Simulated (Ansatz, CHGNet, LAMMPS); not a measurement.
# How well does each level of theory give the elastic constant C12 of zinc-blende InP?

Reference value: 56 GPa (measured, temperature not stated, no zero-point or thermal correction; as tabulated in Råsander and Moram (2015), arXiv:1505.02379).

| level (code) | value (GPa) | cell (Å³/atom) | difference (%) |
|---|---|---|---|
| Vashishta InP.vashishta (LAMMPS) | 57.3 | 25.26 | +2.3 |
| CHGNet 0.3.0 (CHGNet) | 36.8 | 26.43 | -34 |
| LDA (Ansatz) | 56.6 | 24.73 | +1.1 |
| PBE (Ansatz) | 45.8 | 26.45 | -18.2 |
| r²SCAN (Ansatz) | 53.4 | 25.77 | -4.6 |
| PBE0 (Ansatz) | 54.9 | 25.61 | -2.0 |
| Hartree–Fock (Ansatz) | 55.3 | 26.72 | -1.3 |

Leaving aside Vashishta InP.vashishta, which can be fitted to such values or carry a doubt: The reference's temperature isn't stated, so close values are not ranked against it. Off by more than 25 % (a bound picked here): CHGNet 0.3.0 (-34 %).

The measured value isn't corrected to a static lattice, so vibrations enter the comparison.  Each level is taken at its own relaxed cell. Cutoffs and k meshes differ between the levels. Ansatz's density-functional and Hartree–Fock values are scalar-relativistic unless marked +SOC, with PAW data made under PBE.

Empirical potentials (Vashishta InP.vashishta) are fitted to chosen data, which need not cover the solid at hand: agreement can be built in, and what lay outside the fit can be far off. Machine-learned potentials (CHGNet 0.3.0) are trained on DFT data, which may include these solids.

Differences are worked out from the printed values.

Ansatz is an electronic-structure program.
